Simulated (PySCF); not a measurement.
## Bonding in naphthalene

Compound: naphthalene, C₁₀H₈.
Atom-mapped SMILES: `[cH:1]1[cH:2][cH:3][c:4]2[cH:5][cH:6][cH:7][cH:8][c:9]2[cH:10]1` (hydrogens: H11 on C1; H12 on C2; H13 on C3; H14 on C5; H15 on C6; H16 on C7; H17 on C8; H18 on C10)

Geometry (PBE0-D3(BJ)/def2-SVP, Å), atoms numbered from 1 in this order:
```xyz
18
C10H8 angstrom
C      2.270    1.118   -0.055
C      2.516   -0.272    0.035
C      1.468   -1.161    0.081
C      0.125   -0.703    0.041
C     -0.978   -1.594    0.086
C     -2.268   -1.119    0.045
C     -2.515    0.271   -0.044
C     -1.466    1.160   -0.090
C     -0.124    0.703   -0.050
C      0.980    1.593   -0.096
H      3.112    1.814   -0.091
H      3.545   -0.638    0.067
H      1.655   -2.236    0.150
H     -0.785   -2.668    0.155
H     -3.109   -1.815    0.082
H     -3.544    0.637   -0.076
H     -1.654    2.235   -0.159
H      0.787    2.666   -0.165
```

Bond orders from the PBE0/pcSseg-1 density (PySCF). Geometry: PBE0-D3(BJ)/def2-SVP; no solvent, vibrations or thermal averaging.

**Question.** Where do the orders between heavy atoms depart from those drawn in the SMILES?

**Answer.** The largest departure is 0.244, at C9–C4 (drawn aromatic, 1.256), counting aromatic bonds as 1.5. The bonds drawn aromatic range from 1.26 to 1.55.

**Question.** Set the Mayer orders of the bonds between heavy atoms beside their lengths.

**Answer.** 
```json
{"bond": "C1–C2", "drawn as": "aromatic", "length (Å)": "1.414", "Mayer order": "1.303"}
{"bond": "C2–C3", "drawn as": "aromatic", "length (Å)": "1.375", "Mayer order": "1.554"}
{"bond": "C3–C4", "drawn as": "aromatic", "length (Å)": "1.419", "Mayer order": "1.270"}
{"bond": "C4–C5", "drawn as": "aromatic", "length (Å)": "1.419", "Mayer order": "1.270"}
{"bond": "C5–C6", "drawn as": "aromatic", "length (Å)": "1.375", "Mayer order": "1.554"}
{"bond": "C6–C7", "drawn as": "aromatic", "length (Å)": "1.414", "Mayer order": "1.303"}
{"bond": "C7–C8", "drawn as": "aromatic", "length (Å)": "1.375", "Mayer order": "1.554"}
{"bond": "C8–C9", "drawn as": "aromatic", "length (Å)": "1.419", "Mayer order": "1.270"}
{"bond": "C9–C10", "drawn as": "aromatic", "length (Å)": "1.419", "Mayer order": "1.270"}
{"bond": "C10–C1", "drawn as": "aromatic", "length (Å)": "1.375", "Mayer order": "1.554"}
{"bond": "C9–C4", "drawn as": "aromatic", "length (Å)": "1.430", "Mayer order": "1.256"}
```

By pair of heavy elements: C–C: lowest C9–C4 (1.256, 1.430 Å), highest C2–C3, C5–C6, C7–C8 and 1 more (1.554, 1.375 Å). Bonds named together lie within 0.004.

**Question.** And the bonds to hydrogen?

**Answer.** C–H: 0.96 to 0.97 (8 bonds).

**Question.** Sum the orders of all bonds at each heavy atom with more than one neighbour and set the sums beside the valence in the SMILES.

**Answer.** C1 3.818 (drawn 4), C2 3.818 (drawn 4), C3 3.796 (drawn 4), C4 3.796 (drawn 4), C5 3.796 (drawn 4), C6 3.818 (drawn 4), C7 3.818 (drawn 4), C8 3.796 (drawn 4), C9 3.796 (drawn 4), C10 3.796 (drawn 4). Orders between atoms that aren't bonded are not in these sums.

Mayer orders depend on the basis set.

The run behind these numbers computed NMR shieldings as well. On an Arm Neoverse V2 with one thread, no GPU (shared host), this took 36 s wall.
